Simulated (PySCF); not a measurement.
# BCl⁻ with other numerical set-ups

Which parts of the numerical set-up matter for BCl⁻? Each run edits the base script.

The runs use PySCF 2.14.0; each script names its method and basis.

2 further runs of the same task are left out: 2 that didn't finish.

### 1 The system as given

BCl⁻: 2 atoms, charge -1, spin multiplicity 2.

Bond lengths: B1–Cl2 1.697 Å.

### 2 The run that the others are compared with

Input file input.py:

```python
from pyscf import gto, scf, cc

mol = gto.M(
    atom='B 0 0 0; Cl 0 0 1.697',
    basis='sbkjc',
    ecp={'B': 'sbkjc', 'Cl': 'sbkjc'},
    charge=-1,
    spin=1,
    verbose=4,
)
mf = scf.UHF(mol)
mf.kernel()
mycc = cc.CCSD(mf)
mycc.kernel()
e = mycc.eeccsd(nroots=5)[0]
print('roots (eV) =', (e*27.211386).round(3))
mf.dip_moment()
print('orbital energies (hartree):', [e[max(0, n-3):n+3].round(4) for e, n in zip(mf.mo_energy, mol.nelec)])
```

The run is started by

```sh
$ OMP_NUM_THREADS=1 python input.py
```

Its log is not repeated here.

It gives: E(SCF) = -17.252975 Eh, 10 cycles, E(CCSD) − E(SCF) = -0.07944 Eh, ⟨S²⟩ = 0.756, excitation roots 0.002, 0.004, 0.012, 1.232, 1.411 eV.

The bond length is a typed value, not an optimised one. Spin-unrestricted EOM-EE roots include spin flips and other components of the reference, which can be negative or near zero. The dipole of an ion depends on the origin.

### 3 Density fitting def2-universal-jkfit

Edit 1 changes density fitting: none → def2-universal-jkfit.

Input file input.py:

```python
from pyscf import gto, scf, cc

mol = gto.M(
    atom='B 0 0 0; Cl 0 0 1.697',
    basis='sbkjc',
    ecp={'B': 'sbkjc', 'Cl': 'sbkjc'},
    charge=-1,
    spin=1,
    verbose=4,
)
mf = scf.UHF(mol)
mf = mf.density_fit(auxbasis='def2-universal-jkfit')
mf.kernel()
mycc = cc.CCSD(mf)
mycc.kernel()
e = mycc.eeccsd(nroots=5)[0]
print('roots (eV) =', (e*27.211386).round(3))
mf.dip_moment()
print('orbital energies (hartree):', [e[max(0, n-3):n+3].round(4) for e, n in zip(mf.mo_energy, mol.nelec)])
```

The run is started by

```sh
$ OMP_NUM_THREADS=1 python input.py
```

### 4 X2c-svpall (core potential off, X2C on)

Edit 2 changes basis set: sbkjc → x2c-svpall; core potential: on → off; spin-free X2C: off → on. The core potential changes with it: totals don't compare.

input.py, as its differences from that of step 2:

```diff
@@ -4,4 +4,3 @@
     atom='B 0 0 0; Cl 0 0 1.697',
-    basis='sbkjc',
-    ecp={'B': 'sbkjc', 'Cl': 'sbkjc'},
+    basis='x2c-svpall',
     charge=-1,
@@ -11,2 +10,3 @@
 mf = scf.UHF(mol)
+mf = mf.sfx2c1e()
 mf.kernel()
```

### 5 3-21g (core potential off)

Edit 3 changes basis set: sbkjc → 3-21g; core potential: on → off. The core potential changes with it: totals don't compare.

input.py, as its differences from that of step 2:

```diff
@@ -4,4 +4,3 @@
     atom='B 0 0 0; Cl 0 0 1.697',
-    basis='sbkjc',
-    ecp={'B': 'sbkjc', 'Cl': 'sbkjc'},
+    basis='3-21g',
     charge=-1,
```

### 6 6-31+g* (core potential off)

Edit 4 changes basis set: sbkjc → 6-31+g*; core potential: on → off. The core potential changes with it: totals don't compare.

input.py, as its differences from that of step 2:

```diff
@@ -4,4 +4,3 @@
     atom='B 0 0 0; Cl 0 0 1.697',
-    basis='sbkjc',
-    ecp={'B': 'sbkjc', 'Cl': 'sbkjc'},
+    basis='6-31+g*',
     charge=-1,
```

### 7 Lanl2dz

Edit 5 changes basis set: sbkjc → lanl2dz. The core potential changes with it: totals don't compare.

input.py, as its differences from that of step 2:

```diff
@@ -4,4 +4,4 @@
     atom='B 0 0 0; Cl 0 0 1.697',
-    basis='sbkjc',
-    ecp={'B': 'sbkjc', 'Cl': 'sbkjc'},
+    basis='lanl2dz',
+    ecp={'Cl': 'lanl2dz'},
     charge=-1,
```

Before running it: what results should come out? Wanted: for each run, E(SCF); from base; gap, α spin; after the SCF.

As calculated:

```
                                    run  E(SCF) (hartree)  from base (eV)  cycles  gap, α spin (eV)  functions                                   after the SCF
                                   base        -17.252975               0      10              8.01         16  CCSD correlation -2.162 eV, first root 0.01 eV
   density fitting def2-universal-jkfit        -17.252953         +0.0006      10              8.02         16  CCSD correlation -2.162 eV, first root 0.01 eV
x2c-svpall (core potential off, X2C on)       -485.315170  not comparable      11              8.62         32  CCSD correlation -6.272 eV, first root 0.01 eV
             3-21g (core potential off)       -481.726061  not comparable      10              9.06         22  CCSD correlation -2.719 eV, first root 0.01 eV
           6-31+g* (core potential off)       -484.079275  not comparable      13              5.22         40  CCSD correlation -6.242 eV, first root 0.01 eV
                                lanl2dz        -39.271724  not comparable      11              7.95         17  CCSD correlation -2.309 eV, first root 0.01 eV
```

**Reading.** The highest filled level of this anion is positive: the basis lacks diffuse functions or the electron is not bound, so these numbers hang on the basis. The dearest run is “6-31+g* (core potential off)”, at 23 s against 1.2 s.
